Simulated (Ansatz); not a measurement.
Results of BLYP (PAW; Ansatz, a first-principles code) for diamond.

Settings: plane-wave cutoff 520 eV, 16×16×16 k mesh, Fermi–Dirac smearing 0.01 eV, scalar-relativistic PAW data made under PBE.

Cell (relaxed at this level):

```yaml
crystal:
  lattice:
    - [0.00000, 1.79874, 1.79874]
    - [1.79874, 0.00000, 1.79874]
    - [1.79874, 1.79874, 0.00000]
  atoms:
    - { symbol: C, position: [0.00000, 0.00000, 0.00000] }
    - { symbol: C, position: [0.25000, 0.25000, 0.25000] }
```

### Question
Give the computed width of the whole s-p valence band, bulk modulus B0 and band gap.

### Answer

- width of the whole s-p valence band: 20.86 eV
- bulk modulus B0: 407 GPa
- band gap: 4.38 eV (indirect)

Measured, for comparison: bulk modulus 455 GPa (0 K value with the zero-point phonon effect removed; as tabulated in Mejia-Rodriguez and Trickey (2018), arXiv:1807.09216). Computed (rounded) less measured: bulk modulus -11 %.

Static lattice: no zero-point or thermal effects.

The result took around 13 core-seconds (rough).
